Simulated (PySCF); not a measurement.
Compound: ketene, C2H2O.
Structure used (PBE/def2-TZVP), in Å, numbered top down from 1:
```xyz
5
C2H2O angstrom
C     -0.6154    0.0019    0.1997
C      0.6380   -0.0257   -0.1983
O      1.7534   -0.0498   -0.5532
H     -1.2083   -0.9092    0.1776
H     -1.0510    0.9358    0.5466
```

Computed, not measured: PBE/def2-TZVP geometry optimisation, gas phase (PySCF).

Masses are those of the commonest isotopes; rigid-rotor values at the optimised geometry. 

What are A, B and C (MHz)?

Ia = 1.80, Ib = 49.61, Ic = 51.40 u·Å²; 505379 MHz·u·Å²/I gives A = 281335, B = 10188, C = 9832 MHz.

Classify the top.

A near-prolate asymmetric top. Ray's parameter κ = (2B − A − C)/(A − C) = -0.997; −1 is the prolate and +1 the oblate limit.

Is it planar, by Δ = Ic − Ia − Ib?

Planar: Δ = Ic − Ia − Ib = 0.00 u·Å². For a rigid frame Δ = −2 Σ m c², so it vanishes when all atoms lie in the ab plane; here none is more than 0.01 Å from it.

Where do the levels up to J = 5 lie, in MHz?

Above 0(0,0):
J = 1: 1(0,1) 20019, 1(1,1) 291167, 1(1,0) 291523
J = 2: 2(0,2) 60058, 2(1,2) 330849, 2(1,1) 331917, 2(2,1) 1145360, 2(2,0) 1145360
J = 3: 3(0,3) 120114, 3(1,3) 390373, 3(1,2) 392509, 3(2,2) 1205418, 3(2,1) 1205419, 3(3,1) 2562045, 3(3,0) 2562045
J = 4: 4(0,4) 200188, 4(1,4) 469738, 4(1,3) 473298, 4(2,3) 1285495, 4(2,2) 1285500, 4(3,2) 2642123, 4(3,1) 2642123, 4(4,1) 4541400, 4(4,0) 4541400
J = 5: 5(0,5) 300278, 5(1,5) 568943, 5(1,4) 574283, 5(2,4) 1385591, 5(2,3) 1385603, 5(3,3) 2742221, 5(3,2) 2742221, 5(4,2) 4641497, 5(4,1) 4641497, 5(5,1) 7083425, 5(5,0) 7083425

Which lines would a microwave search look for?

The dipole components are |μa| = 1.42 D, |μb| = 0.00 D, |μc| = 0.00 D; the symmetry axis of this C2v structure is a, so μb and μc vanish by symmetry and there are no b-type or c-type lines. Some lines, for components of 0.1 D or more:

```tsv
type	branch	J(Ka,Kc)	MHz	lower level (cm⁻¹)
a	Q	1(1,0) ← 1(1,1)	356	9.712
a	Q	2(1,1) ← 2(1,2)	1068	11.036
a	Q	3(1,2) ← 3(1,3)	2136	13.021
a	R	1(0,1) ← 0(0,0)	20019	0.000
a	R	2(1,2) ← 1(1,1)	39683	9.712
a	R	2(0,2) ← 1(0,1)	40038	0.668
a	R	2(1,1) ← 1(1,0)	40395	9.724
a	R	3(1,3) ← 2(1,2)	59524	11.036
a	R	3(0,3) ← 2(0,2)	60057	2.003
a	R	3(2,2) ← 2(2,1)	60058	38.205
a	R	3(2,1) ← 2(2,0)	60059	38.205
a	R	3(1,2) ← 2(1,1)	60592	11.072
```

Estimate the classical rotational partition function at 100 K, 200 K and 500 K.

Point group C2v, symmetry number σ = 2; q = (√π/σ)·√((kT/h)³/(ABC)), k/h = 20836.6 MHz/K: 502 at 100 K, 1420 at 200 K, 5610 at 500 K.

Whether it is a minimum is left open (no frequencies). Constants of a rigid frame at the computed geometry: no zero-point averaging, no centrifugal distortion.

The run took 7.6 s wall on Arm Neoverse V1, one thread, no GPU, shared host, and the process peaked at 0.36 GiB of memory. This is the geometry optimisation.
